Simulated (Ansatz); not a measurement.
System: COS, charge 0, singlet. COS (sulfanylidenemethanone, SMILES O=C=S).
B3LYP-D3(BJ)/def2-TZVP minimum from Ansatz (a program for electronic structure):
```xyz
3

O      0.0000     0.0000    -1.6805
C      0.0000     0.0000    -0.5250
S      0.0000     0.0000     1.0371
```

Hartree-Fock and MP2 correlation energies in hartree (Ansatz). Open shells are spin-unrestricted; no spin-orbit coupling. Cores are frozen in correlated methods. No relativity.

```tsv
basis	X	E(HF)	E(corr, MP2)
cc-pV(T+d)Z	3	-510.34174	-0.54558
cc-pV(Q+d)Z	4	-510.35367	-0.58675
cc-pV(5+d)Z	5	-510.35615	withheld
```

**Question.** Fit E(corr) = E∞ + A/X³ to X = 3 and 4, predict X = 5, and compare with the run.

**Answer.** A = (-0.54558 - (-0.58675))/(1/27 - 1/64) = 1.9228; E∞ = -0.58675 - A/64 = -0.61679; at X = 5, E∞ + A/125 = -0.60141. The run gave -0.60412, 2.71 mEh below the prediction. The same form on X = 4 and 5 gives E∞ = -0.62234, 5.55 mEh below the first estimate.
